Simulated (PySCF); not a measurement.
Nonlinear optical response: SMILES [C-]#[N+]C=C=C, C₄H₃N

Geometry:
```
atom   x (Å)   y (Å)   z (Å)
  C1   2.695   1.104  -0.112
  N2   1.832   0.380   0.190
  C3   0.843  -0.483   0.548
  C4  -0.423  -0.181   0.457
  C5  -1.674   0.124   0.364
  H6   1.187  -1.442   0.916
  H7  -2.209   0.588   1.177
  H8  -2.242  -0.081  -0.530
```

Method used: quadratic response LC-wPBE/def2-SVPD first hyperpolarisability, Taylor convention, gas phase in PySCF 2.14.0. Geometry: GFN2-xTB.

Question: What is the first hyperpolarisability, and how does it disperse?

Answer: In au, Taylor convention; the vector part is βᵢ = ⅓ Σⱼ (βᵢⱼⱼ + βⱼᵢⱼ + βⱼⱼᵢ); β∥ is 3/5 of the vector part along the dipole, the dipole points from − to +:
```tsv
process	λ (nm)	β vector norm	β∥	β HRS	depolarisation ratio
static β(0;0,0)	∞	74.4	40.1	42.0	2.64
second harmonic β(−2ω;ω,ω)	1907	76.8	41.3	43.5	2.63
Pockels β(−ω;ω,0)	1907	75.2	40.5	–	–
second harmonic β(−2ω;ω,ω)	1340	79.5	42.7	45.0	2.63
Pockels β(−ω;ω,0)	1340	76.0	40.9	–	–
```

Question: Which lowest excitations, dipole and polarisabilities go with it?

Answer: S1 5.82 eV (f = 0.001); S2 6.35 eV (f = 0.001); S3 6.79 eV (f = 0.496); dipole 3.97 D; isotropic α 54.8 au static, 55.0 au at 1907 nm, 55.2 au at 1340 nm, 55.6 au at 953.5 nm, 56.6 au at 670 nm.
